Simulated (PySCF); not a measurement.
C4H9N2 (doublet state).
Geometry (GFN2-xTB, Å), atoms numbered from 1 in this order:
```
atom  x, y, z in Å
C1     2.0200    0.2548    0.7676
C2     1.4204    0.4372   -0.5623
C3     0.0804   -0.2814   -0.5025
N4     0.0317   -1.4840   -0.8635
C5    -1.0634    0.5483    0.0600
N6    -2.3213   -0.1455    0.2394
H7     2.5053   -0.6709    1.0060
H8     1.7819    0.9278    1.5694
H9     2.0232   -0.0420   -1.3337
H10    1.2604    1.4909   -0.7964
H11   -0.8693   -1.9487   -0.7602
H12   -0.7552    0.9520    1.0290
H13   -1.2371    1.3950   -0.6128
H14   -2.2096   -0.9336    0.8690
H15   -2.6718   -0.4919   -0.6477
```

The hyperfine couplings belong to this conformer and change with its torsions.

Identity: `[H]/N=C(/C[CH2])CN` [radical].

Computed with PySCF 2.14.0, UKS B3LYP, pcH-1 on C H N, non-relativistic, mean-field spin-orbit, GIAO. Geometry: GFN2-xTB, one conformer, isolated molecule. A GFN2-xTB geometry isn't a minimum of the functional, and hyperfine couplings can be far from their values at a DFT geometry. Stability of the SCF solution: not tested.

(1) Give the principal g shifts and their parts.

(2) At 9.334 GHz, how far is the centre of the isotropic spectrum from where a free electron (g = 2.002319) resonates?

(3) What are the electron Larmor frequencies g μB B/h along the three axes at 1200 mT?

(4) In a frozen sample, at which fields do the three g values resonate at 9.5, 34, 94 and 263 GHz (hyperfine left aside), and which band first spreads them over more than twice a line width of 0.5 mT?

Answers

(1) 
```json
{"Δg (ppm)": "relativistic mass correction", "1": "-146", "2": "-146", "3": "-146"}
{"Δg (ppm)": "gauge correction", "1": "9", "2": "32", "3": "24"}
{"Δg (ppm)": "orbital Zeeman/spin–orbit", "1": "79", "2": "691", "3": "742"}
{"Δg (ppm)": "total", "1": "-57", "2": "578", "3": "620"}
```

So g = 2.00226, 2.00290, 2.00294 and g_iso = 2.00270; the tensor is close to axial: the two nearest values differ by 6 % of g3 − g1. 

(2) B = hν/(g μB) with μB/h = 13.99624 MHz/mT gives 333.06 mT for the free electron and 333.00 mT at g_iso, 0.06 mT lower.

(3) 33.6290, 33.6396, 33.6404 GHz for g1, g2 and g3, a range of 11.4 MHz.

(4) 
```
band    GHz  B(g3) mT  B(g2) mT  B(g1) mT  spread mT
   X    9.5    338.88    338.89    338.99       0.11
   Q   34.0   1212.83   1212.85   1213.24       0.41
   W   94.0   3353.12   3353.19   3354.25       1.13
   J  263.0   9381.59   9381.79   9384.76       3.17
```

The spread grows in proportion to the frequency. W band is the first where it exceeds 1.0 mT.

The Mulliken spin populations are largest on C1 (+1.06) and C2 (-0.08). C1 is the only atom above +0.15. The positive populations add up to 1.17 and the negative ones to -0.17, together 2S = 1. The angles at C1 add up to 358.4°, so it is nearly planar; its axial dipolar tensor and the negative couplings of its protons fit spin in a p orbital normal to that plane.

The HOMO–LUMO gaps are 5.78 eV among the α and 4.88 eV among the β orbitals.
